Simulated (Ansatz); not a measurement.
## Worked example: C2H3ClF2 → CH3 + CClF2

Species: C2H3ClF2 (1-chloro-1,1-difluoroethane) `CC(F)(F)Cl`, singlet; CH3 (methyl radical) `[CH3]`, doublet; CClF2 (chlorodifluoromethyl radical) `F[C](F)Cl`, doublet. 

Shapes, held fixed at every level: PBE0-D4/def2-TZVP. Programs: Ansatz 0.2.0. The zero-point and thermal change to 298 K, harmonic and unscaled (PBE0-D4/def2-TZVP), is -20.6 kJ/mol.

At CCSD(T)/CBS estimate; 1 Eh = 2625.50 kJ/mol:

```
 species  energy (Eh)
C2H3ClF2  -737.275902
     CH3   -39.782177
   CClF2  -697.329003
```

Q: Work out ΔH(298 K) of the reaction at this level.

A: 
1. Products less reactants: (-39.782177) + (-697.329003) − [(-737.275902)] = 0.164722 Eh = +432.5 kJ/mol.
2. With the thermal change: +432.5 + (-20.6) = +411.9 kJ/mol.

Other levels give +379.4 (BHLYP-D4/def2-TZVPP) to +464.3 kJ/mol (SPW92/def2-TZVPP). No measured value is set beside it here. Open shells run unrestricted unless RO is named. The CBS estimate extrapolates MP2 from def2-TZVPP and def2-QZVPP and adds CCSD(T) − MP2 in the triple-zeta set, cores frozen.
